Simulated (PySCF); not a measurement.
# How methods differ on the ionisation energy of Li

Li [He] 2s1 (2S) → Li⁺ 1s2 (1S), as a difference of total energies. All numbers are calculated (PySCF 2.14, no relativity, point nucleus, in cc-pVDZ (3s2p1d, 14 functions)). The calculations carry no spin-orbit coupling.

| method | ionisation energy (eV) | error (eV) |
| --- | --- | --- |
| UHF | 5.342 | -0.050 |
| LDA | 5.450 | +0.058 |
| B3LYP | 5.614 | +0.222 |

Reference: 5.392 eV (measured; NIST Atomic Spectra Database, ionization energies).
